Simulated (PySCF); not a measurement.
Continuum solvent and chemical shifts

Structure with atom numbers: `[O:1]=[CH:2][F:3]`. Hydrogens are named by the atom that carries them.

GIAO PBE0/pcSseg-1 in PySCF 2.14.0 with density-fitted response routines on one PBE0-D3(BJ)/def2-SVP conformer, non-relativistic, equivalent nuclei averaged. Solvents enter as an IEF-PCM continuum (benzene with ε = 2.3, chloroform with ε = 4.7, acetonitrile with ε = 35.7) around the gas-phase geometry. Shifts are referred to TMS, CFCl3 computed in the same medium.

In benzene, δ in ppm: C2 158.7, F3 59.9, H(C2) 7.77. Dipole moment 2.35 D.

Problem. How does each δ change in the more polar media?

Solution. 
```json
{"atoms": "C2", "environment": "carbonyl carbon", "Δδ, chloroform": "+1.6", "Δδ, acetonitrile": "+3.2"}
{"atoms": "F3", "environment": "fluorine bonded to C", "Δδ, chloroform": "-0.7", "Δδ, acetonitrile": "-1.3"}
{"atoms": "H(C2)", "environment": "hydrogen on a carbonyl carbon", "Δδ, chloroform": "+0.07", "Δδ, acetonitrile": "+0.14"}
```

Changes are relative to benzene. The dipole moment becomes 2.47 D in chloroform, 2.59 D in acetonitrile.

Problem. Which nuclei move most (in ppm), and what does the model miss?

Solution. C2 (carbonyl carbon, +3.2 ppm) in acetonitrile. A continuum only polarises the solute; specific hydrogen bonds, the anisotropy of aromatic solvents and changes of geometry or conformer are outside it.
